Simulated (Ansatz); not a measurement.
**C2H8Si (built from SMILES C=C.[SiH4]): a reaction path by the nudged elastic band**

Aim: the minimum-energy path between two given structures and its highest point. Both ends were relaxed at PBE0-D4 in triple zeta. A second band with other settings follows.

Method: PBE0-D4/def2-SVP; program: Ansatz 0.2.0, Gaussian basis.

17 further runs of the same task are left out: 1 that didn't finish, 16 set aside as unsound or not needed.

## (1) Starting geometry

The first end: 11 atoms, charge 0, spin multiplicity 1.

Atoms are counted from 1 here; the program's logs count them from 0.

Bond lengths: Si1–H2 1.484 Å, Si1–H3 1.484 Å, Si1–H4 1.487 Å, Si1–H5 1.484 Å, C6–C7 1.323 Å, C6–H8 1.085 Å, C6–H9 1.085 Å, C7–H10 1.085 Å, C7–H11 1.085 Å. Angles: H2–Si1–H3 109.8°, H2–Si1–H4 109.1°, H2–Si1–H5 109.8°, H3–Si1–H4 109.1°, H3–Si1–H5 110.0°, H4–Si1–H5 109.0°, C7–C6–H8 121.7°, C7–C6–H9 121.7°, H8–C6–H9 116.7°, C6–C7–H10 121.7°, C6–C7–H11 121.7°, H10–C7–H11 116.7°.

Geometry (Å):

```xyz
11

Si   -1.0208    1.4037   -0.9668
H     0.2907    1.2077   -1.6332
H    -1.7959    0.1387   -0.9982
H    -1.7812    2.4570   -1.6907
H    -0.8127    1.8358    0.4374
C     0.3506   -1.2706    1.2280
C     1.3566   -1.0780    0.3899
H     0.2572   -0.7002    2.1457
H    -0.4226   -2.0051    1.0301
H     2.1289   -0.3421    0.5866
H     1.4493   -1.6468   -0.5289
```

The second end:

```mol
C2H8Si
  3D, bonds by distance, orders not assigned

 11 10  0  0  0  0  0  0  0  0999 V2000
   -1.1241    0.8274   -0.4528 Si  0  0
    1.8625    0.2341   -0.1348 H   0  0
   -1.3733    0.1900   -1.7757 H   0  0
   -2.4372    1.1336    0.1780 H   0  0
   -0.4033    2.1094   -0.6881 H   0  0
   -0.1005   -0.3074    0.6361 C   0  0
    1.2574   -0.6601    0.0360 C   0  0
    0.0255    0.1775    1.6101 H   0  0
   -0.6833   -1.2155    0.8243 H   0  0
    1.8278   -1.3216    0.6931 H   0  0
    1.1487   -1.1673   -0.9262 H   0  0
  1  3  8  0
  1  4  8  0
  1  5  8  0
  1  6  8  0
  2  7  8  0
  6  7  8  0
  6  8  8  0
  6  9  8  0
  7 10  8  0
  7 11  8  0
M  END
```

## (2) The band at PBE0-D4/def2-SVP

Input file neb/in.yaml:

```yaml
crystal:
  periodic: [false, false, false]
  atoms:
    - {symbol: Si, position_ang: [-1.020835, 1.403670, -0.966787]}
    - {symbol: H, position_ang: [0.290674, 1.207694, -1.633193]}
    - {symbol: H, position_ang: [-1.795883, 0.138738, -0.998163]}
    - {symbol: H, position_ang: [-1.781224, 2.456962, -1.690665]}
    - {symbol: H, position_ang: [-0.812658, 1.835848, 0.437415]}
    - {symbol: C, position_ang: [0.350631, -1.270607, 1.227992]}
    - {symbol: C, position_ang: [1.356620, -1.078018, 0.389910]}
    - {symbol: H, position_ang: [0.257207, -0.700168, 2.145734]}
    - {symbol: H, position_ang: [-0.422566, -2.005085, 1.030104]}
    - {symbol: H, position_ang: [2.128852, -0.342137, 0.586601]}
    - {symbol: H, position_ang: [1.449284, -1.646797, -0.528948]}
basis:
  gaussian: {orbitals: def2-SVP}
hamiltonian: {xc: pbe0, dispersion: d4}
neb:
  images: 5
  climbing: true
  max_iterations: 40
  initial_path: idpp
  final_atoms:
    - {symbol: Si, position_ang: [-1.124130, 0.827388, -0.452764]}
    - {symbol: H, position_ang: [1.862550, 0.234138, -0.134807]}
    - {symbol: H, position_ang: [-1.373254, 0.189952, -1.775654]}
    - {symbol: H, position_ang: [-2.437235, 1.133573, 0.177981]}
    - {symbol: H, position_ang: [-0.403317, 2.109363, -0.688091]}
    - {symbol: C, position_ang: [-0.100548, -0.307379, 0.636050]}
    - {symbol: C, position_ang: [1.257440, -0.660081, 0.036026]}
    - {symbol: H, position_ang: [0.025482, 0.177548, 1.610060]}
    - {symbol: H, position_ang: [-0.683348, -1.215474, 0.824312]}
    - {symbol: H, position_ang: [1.827763, -1.321599, 0.693073]}
    - {symbol: H, position_ang: [1.148698, -1.167330, -0.926188]}
```

The run is started by

```sh
$ ansatz run in.yaml --threads 2 --pin off --events-out ev --progress --plain --max-ram 4352MiB
```

The log of the run, cut to the lines that bear on the results:

```text
Functional definition: PBE0
  name "PBE0"
  cite "Adamo & Barone, J. Chem. Phys. 110, 6158 (1999) doi:10.1063/1.478522"
  cite "Perdew, Burke & Ernzerhof, Phys. Rev. Lett. 77, 3865 (1996) doi:10.1103/PhysRevLett.77.3865"
  parent pbe
[...]
949 factors; integrals over basis functions are off by at most 2.6e-4 eV
[...]
mean field -10070.37294078 eV, -370.0793796296 hartree, gradient 2.8e-5 eV, S^2 0.000000; 0 other end points of the search recorded, 0 dependent functions left out
[...]
reference -10070.37296912 eV, -370.0793806713 hartree; 17, 17 occupied and 69, 69 virtual orbitals, 949 factors
[... from here to the last solve, the lines of the solves are left out (107 solves) ...]
WARN: NEB end point (image 0): max|allowed force component| = 3.022e-1 eV/Å (the criterion of neb.relax_end_points is 1.000e-2). That is over neb.f_tol: it is no minimum, so the barrier can be far off. Relax it first
WARN: NEB end point (image 6): max|allowed force component| = 2.642e-1 eV/Å (the criterion of neb.relax_end_points is 1.000e-2). That is over neb.f_tol: it is no minimum, so the barrier can be far off. Relax it first
NEB iter   1: max|band force component| = 3.268e0 eV/Å  barrier→ = 4.6680 eV  barrier← = 6.2534 eV  Δτ_max = 0.2000 Å  (164 SCF iters)
[...]
NEB iter   4: max|band force component| = 1.248e0 eV/Å  barrier→ = 1.9804 eV  barrier← = 3.5657 eV  Δτ_max = 0.2000 Å  (127 SCF iters)
[...]
NEB iter   7: max|band force component| = 7.581e-1 eV/Å  barrier→ = 1.1440 eV  barrier← = 2.7293 eV  CI = image 2  Δτ_max = 0.2000 Å  (120 SCF iters)
[...]
NEB iter  10: max|band force component| = 5.404e-1 eV/Å  barrier→ = 1.9909 eV  barrier← = 3.5762 eV  CI = image 2  Δτ_max = 0.1948 Å  (122 SCF iters)
[...]
NEB iter  13: max|band force component| = 8.335e-2 eV/Å  barrier→ = 1.9883 eV  barrier← = 3.5736 eV  CI = image 2  Δτ_max = 0.0153 Å  (110 SCF iters)
[...]
NEB iter  14: max|band force component| = 3.302e-2 eV/Å  barrier→ = 1.9877 eV  barrier← = 3.5730 eV  CI = image 2  CI's point: of a kind that is not told: the force calls were inconclusive, a negative curvature could not be distinguished from the path's own, the only one lies far off the [...]
Total energy: -10068.51384060 eV, -370.0110589584 hartree
Atom 0 at    -0.701307     0.877531    -0.552749 Å, force    -0.030860    -0.000401     0.029417 eV/Å
Atom 1 at     0.774040     0.447534    -1.047392 Å, force     0.028549    -0.027256     0.014791 eV/Å
Atom 2 at    -1.225918    -0.321023    -1.295944 Å, force    -0.014433     0.010829    -0.006581 eV/Å
Atom 3 at    -1.705284     1.903196    -1.076964 Å, force    -0.000563    -0.004899     0.000285 eV/Å
Atom 4 at    -0.031959     1.754412     0.470819 Å, force     0.001190     0.004057    -0.008562 eV/Å
Atom 5 at    -0.149717    -0.689454     0.917815 Å, force    -0.002747    -0.002320    -0.034856 eV/Å
Atom 6 at     0.989793    -0.661818     0.098451 Å, force     0.006012     0.024834    -0.008903 eV/Å
Atom 7 at    -0.112495    -0.216978     1.901452 Å, force    -0.010947     0.002530     0.004553 eV/Å
Atom 8 at    -0.868480    -1.503684     0.803785 Å, force    -0.006153     0.004286     0.014068 eV/Å
Atom 9 at     1.895885    -0.152238     0.440502 Å, force     0.014130    -0.007648    -0.003216 eV/Å
Atom 10 at     1.135544    -1.437379    -0.659774 Å, force     0.015822    -0.004012    -0.000997 eV/Å
Dipole moment:     0.285217    -0.296352     0.153612 e Å
```

Wall time 2.5 min (2 threads of Arm Neoverse V1, shared host).

The last band:

```csv
image,path (Å),energy (kcal/mol),Si1–C6 (Å),H2–C7 (Å),Si1–H2 (Å)
0,0.00,0.0,3.72,3.23,1.48
1,1.27,5.5,2.98,2.59,1.49
2,2.54,45.8,2.22,1.61,1.61
3,3.52,-3.8,1.92,1.13,2.08
4,4.51,-29.4,1.89,1.11,2.42
5,5.49,-35.0,1.88,1.10,2.78
6,6.47,-36.6,1.88,1.09,3.06
```

The highest image, 2:

```
Si   -0.7013    0.8775   -0.5527
H     0.7740    0.4475   -1.0474
H    -1.2259   -0.3210   -1.2959
H    -1.7053    1.9032   -1.0770
H    -0.0320    1.7544    0.4708
C    -0.1497   -0.6895    0.9178
C     0.9898   -0.6618    0.0985
H    -0.1125   -0.2170    1.9015
H    -0.8685   -1.5037    0.8038
H     1.8959   -0.1522    0.4405
H     1.1355   -1.4374   -0.6598
```

## (3) The band at CAM-B3LYP-D4/def2-SVP, other settings

neb/in.yaml, as its differences from that of step 2:

```diff
@@ -16,8 +16,9 @@
   gaussian: {orbitals: def2-SVP}
-hamiltonian: {xc: pbe0, dispersion: d4}
+hamiltonian: {xc: {name: CAM-B3LYP}, dispersion: d4}
 neb:
   images: 5
-  climbing: true
-  max_iterations: 40
+  climbing: false
+  max_iterations: 25
   initial_path: idpp
+  max_displacement: 0.1
   final_atoms:
```

The run is started by

```sh
$ ansatz run in.yaml --threads 2 --pin off --events-out ev --progress --plain --max-ram 4352MiB
```

The log of the run, cut to the lines that bear on the results:

```text
Functional definition: CAM-B3LYP
  name "CAM-B3LYP"
  cite "Yanai, Tew & Handy, Chem. Phys. Lett. 393, 51 (2004) doi:10.1016/j.cplett.2004.06.011"
  cite "Iikura, Tsuneda, Yanai & Hirao, J. Chem. Phys. 115, 3540 (2001) doi:10.1063/1.1383587"
  cite "Becke, Phys. Rev. A 38, 3098 (1988) doi:10.1103/PhysRevA.38.3098"
  cite "Lee, Yang & Parr, Phys. Rev. B 37, 785 (1988) doi:10.1103/PhysRevB.37.785"
  cite "Vosko, Wilk & Nusair, Can. J. Phys. 58, 1200 (1980) doi:10.1139/p80-159"
[...]
  # Exact exchange under (alpha + beta erf(omega r))/r, Becke's under what is left of 1/r.
[...]
949 factors; integrals over basis functions are off by at most 2.6e-4 eV
350 factors; integrals over basis functions are off by at most 7.8e-7 eV
[...]
mean field -10075.29548009 eV, -370.2602796127 hartree, gradient 6.1e-5 eV, S^2 0.000000; 0 other end points of the search recorded, 0 dependent functions left out
[...]
reference -10075.29560709 eV, -370.2602842798 hartree; 17, 17 occupied and 69, 69 virtual orbitals, 949 factors
[...]
WARN: NEB end point (image 0): max|allowed force component| = 2.785e-1 eV/Å (the criterion of neb.relax_end_points is 1.000e-2). That is over neb.f_tol: it is no minimum, so the barrier can be far off. Relax it first
WARN: NEB end point (image 6): max|allowed force component| = 2.311e-1 eV/Å (the criterion of neb.relax_end_points is 1.000e-2). That is over neb.f_tol: it is no minimum, so the barrier can be far off. Relax it first
[...]
Total energy: -10073.95642235 eV, -370.2110701484 hartree
Atom 0 at    -0.648010     0.987375    -0.714161 Å, force     0.270688     0.301509    -0.538034 eV/Å
Atom 1 at     0.720998     0.675930    -1.296805 Å, force    -0.414599     0.861282    -0.734446 eV/Å
Atom 2 at    -1.265111    -0.289298    -1.167823 Å, force    -0.371809    -0.021414     0.506965 eV/Å
Atom 3 at    -1.745809     1.946377    -1.078818 Å, force     0.348895     0.315551    -0.619329 eV/Å
Atom 4 at    -0.109042     1.669114     0.494373 Å, force    -0.480498    -0.203170     0.359349 eV/Å
Atom 5 at    -0.049660    -0.821639     0.996846 Å, force     0.392936    -0.520983     0.335037 eV/Å
Atom 6 at     1.059517    -0.830573     0.248393 Å, force     0.139839    -0.479142     0.477605 eV/Å
Atom 7 at    -0.143555    -0.180635     1.873274 Å, force     0.032130    -0.071089     0.107461 eV/Å
Atom 8 at    -0.894712    -1.472737     0.774224 Å, force     0.009703    -0.117884     0.081673 eV/Å
Atom 9 at     1.912758    -0.192670     0.484477 Å, force     0.052256    -0.014218     0.030969 eV/Å
Atom 10 at     1.162727    -1.491145    -0.613980 Å, force     0.020460    -0.050442    -0.007251 eV/Å
Dipole moment:     0.110120    -0.179584     0.134087 e Å
```

Run time: 2.8 min. Hardware: 2 threads of Arm Neoverse V1, shared host.

The last band:

```csv
image,path (Å),energy (kcal/mol),Si1–C6 (Å),H2–C7 (Å),Si1–H2 (Å)
0,0.00,0.0,3.72,3.23,1.48
1,1.07,3.6,3.11,2.85,1.49
2,2.14,33.9,2.56,2.18,1.52
3,3.21,19.2,1.98,1.19,1.98
4,4.28,-21.4,1.89,1.11,2.35
5,5.36,-31.1,1.88,1.10,2.74
6,6.43,-33.1,1.88,1.09,3.06
```

The highest image, 2:

```
Si   -0.6480    0.9874   -0.7142
H     0.7210    0.6759   -1.2968
H    -1.2651   -0.2893   -1.1678
H    -1.7458    1.9464   -1.0788
H    -0.1090    1.6691    0.4944
C    -0.0497   -0.8216    0.9968
C     1.0595   -0.8306    0.2484
H    -0.1436   -0.1806    1.8733
H    -0.8947   -1.4727    0.7742
H     1.9128   -0.1927    0.4845
H     1.1627   -1.4911   -0.6140
```

## (4) Outcome

```
                                                                       quantity                                                     value
                                                PBE0-D4/def2-SVP, 14 iterations  highest 45.8 kcal/mol (image 2), last end -36.6 kcal/mol
                                           CAM-B3LYP-D4/def2-SVP, 16 iterations  highest 33.9 kcal/mol (image 2), last end -33.1 kcal/mol
from earlier runs: barrier over the separately found saddle, CCSD(T)/def2-TZVPP                                             53.1 kcal/mol
```

The highest image lies 45.8 kcal/mol above the first end, and it climbed, so it estimates the saddle. The ends are not quite minima at this level (largest force component 0.30 eV/Å), so the heights are unreliable: relaxing the first end would lower it and raise the barrier above it. The highest image is 7.2 kcal/mol below the CCSD(T) barrier in triple zeta, which comes from separate runs on the saddle. The second band's highest image lies at 33.9 kcal/mol; the levels differ, and it didn't climb, so it lies under its saddle.
